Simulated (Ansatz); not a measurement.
F–Ge–GeH⁺, doublet: the ladder up to UCCSDT(Q)

Geometry: that of the F–Ge–GeH, singlet, kept fixed.

```csv
atom,x (Å),y (Å),z (Å)
F,0.0000,-1.2706,1.5999
Ge,0.0000,0.4289,1.1133
Ge,0.0000,-0.1169,-1.5068
H,0.0000,1.4590,-1.7971
```

Basis cc-pVDZ; Ansatz 0.2.0. Only valence electrons are correlated (noble-gas cores and the filled d shells of p-block atoms frozen), which leaves 15 electrons in 44 orbitals. R marks a restricted (for open shells ROHF) determinant, U an unrestricted one. No spin–orbit coupling is included, and no scalar relativity.

Full CI isn't at hand for all of this; UCCSDT(Q) serves as the reference, and is uncertain by the last step of the cluster series or more.

The UHF ⟨S²⟩ is 0.811 and the T1 diagnostic (RCCSD) is 0.0278. The largest doubles amplitude (RCCSD) is 0.061. The T1 diagnostic (UCCSD) is 0.0261.

Q: From what is known of these methods and the diagnostics, rank them by the size of their error in total energy against UCCSDT(Q) in cc-pVDZ, smallest first (an estimate: the text doesn't fix the numbers).
A. UCCSD
B. UCCSDT
C. UCCSD(T)
D. UMP2
E. UHF

A: B (2.5 kJ/mol), C (5.8 kJ/mol), A (29.1 kJ/mol), D (112.9 kJ/mol), E (931.2 kJ/mol).

All errors are against UCCSDT(Q) in cc-pVDZ. Within each family the higher level lies nearer, as is usual though not guaranteed.
